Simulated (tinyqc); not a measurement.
CIS on RHF in the sto-3g basis, for LiH, spin multiplicity 1, step by step. One step of it, computed by the program tinyqc.

Task: Iteration 1: building the Fock matrix. J_ij = sum D_kl (ij|kl), K_ij = sum D_kl (ik|jl); F = H + J - 0.5 K; E = tr D H + tr D J / 2 - 0.25 tr D K + E_nn.

D at the start, lower triangle:
```
            1Li 1s     1Li 2s   1Li 2px   1Li 2py   1Li 2pz     2H 1s
1Li 1s    2.075070
1Li 2s   -0.224510   1.022136
1Li 2px   0.000000   0.000000  0.000000
1Li 2py   0.000000   0.000000  0.000000  0.000000
1Li 2pz   0.004613  -0.002268  0.000000  0.000000  0.003791
2H 1s    -0.016624   0.095143  0.000000  0.000000  0.057698  0.896407
```

core Hamiltonian H = T + V (hartree), lower triangle:
```
            1Li 1s     1Li 2s    1Li 2px    1Li 2py    1Li 2pz      2H 1s
1Li 1s   -4.683006
1Li 2s   -1.051354  -1.363119
1Li 2px   0.000000   0.000000  -1.108692
1Li 2py   0.000000   0.000000   0.000000  -1.108692
1Li 2pz  -0.011290  -0.104145   0.000000   0.000000  -1.190654
2H 1s    -0.151705  -0.517944   0.000000   0.000000  -0.677880  -1.296821
```

Two-electron integrals (ij|kl) in chemists' order, unique and non-zero (hartree):
```
(11|11) 1.680395   (21|11) 0.265420   (21|21) 0.049941   (22|11) 0.397727
(22|21) 0.092860   (22|22) 0.290562   (31|31) 0.008981   (32|31) 0.013788
(32|32) 0.064184   (33|11) 0.396640   (33|21) 0.092880   (33|22) 0.290497
(33|33) 0.312946   (41|41) 0.008981   (42|41) 0.013788   (42|42) 0.064184
(43|43) 0.016869   (44|11) 0.396640   (44|21) 0.092880   (44|22) 0.290497
(44|33) 0.279207   (44|44) 0.312946   (51|51) 0.008981   (52|51) 0.013788
(52|52) 0.064184   (53|53) 0.016869   (54|54) 0.016869   (55|11) 0.396640
(55|21) 0.092880   (55|22) 0.290497   (55|33) 0.279207   (55|44) 0.279207
(55|55) 0.312946   (61|11) 0.035837   (61|21) 0.006792   (61|22) 0.012920
(61|33) 0.012769   (61|44) 0.012769   (61|51) 0.000832   (61|52) 0.001624
(61|55) 0.013227   (61|61) 0.001015   (62|11) 0.107241   (62|21) 0.025451
(62|22) 0.087246   (62|33) 0.082414   (62|44) 0.082414   (62|51) 0.004044
(62|52) 0.026880   (62|55) 0.096828   (62|61) 0.004167   (62|62) 0.047189
(63|31) 0.001777   (63|32) 0.008904   (63|53) 0.003872   (63|63) 0.002916
(64|41) 0.001777   (64|42) 0.008904   (64|54) 0.003872   (64|64) 0.002916
(65|11) 0.140022   (65|21) 0.033508   (65|22) 0.118651   (65|33) 0.110497
(65|44) 0.110497   (65|51) 0.006235   (65|52) 0.041329   (65|55) 0.134840
(65|61) 0.005651   (65|62) 0.069554   (65|65) 0.103495   (66|11) 0.276652
(66|21) 0.066618   (66|22) 0.252363   (66|33) 0.230359   (66|44) 0.230359
(66|51) 0.011082   (66|52) 0.094136   (66|55) 0.296238   (66|61) 0.011189
(66|62) 0.174967   (66|65) 0.266433   (66|66) 0.774606
```

nuclear repulsion = 0.83073346 hartree

Give: Coulomb J; exchange K; Fock matrix F; total energy of this density.

Result:

Coulomb J (hartree), lower triangle:
```
         1Li 1s  1Li 2s  1Li 2px  1Li 2py  1Li 2pz  2H 1s
1Li 1s    4.059
1Li 2s    0.692   1.338
1Li 2px   0.000   0.000    1.314
1Li 2py   0.000   0.000    0.000    1.314
1Li 2pz   0.011   0.094    0.000    0.000    1.379
2H 1s     0.096   0.474    0.000    0.000    0.661  1.561
```

exchange K (hartree), lower triangle:
```
         1Li 1s  1Li 2s  1Li 2px  1Li 2py  1Li 2pz  2H 1s
1Li 1s    3.420
1Li 2s    0.551   0.420
1Li 2px   0.000   0.000    0.083
1Li 2py   0.000   0.000    0.000    0.083
1Li 2pz   0.009   0.083    0.000    0.000    0.195
2H 1s     0.088   0.288    0.000    0.000    0.305  0.807
```

Fock matrix F (hartree), lower triangle:
```
         1Li 1s  1Li 2s  1Li 2px  1Li 2py  1Li 2pz   2H 1s
1Li 1s   -2.334
1Li 2s   -0.635  -0.235
1Li 2px   0.000   0.000    0.164
1Li 2py   0.000   0.000    0.000    0.164
1Li 2pz  -0.004  -0.052    0.000    0.000    0.090
2H 1s    -0.100  -0.188    0.000    0.000   -0.170  -0.139
```

total energy of this density = -7.64514 hartree

This density is the starting one; it is not idempotent, so its energy is not variational and may lie below the converged one.
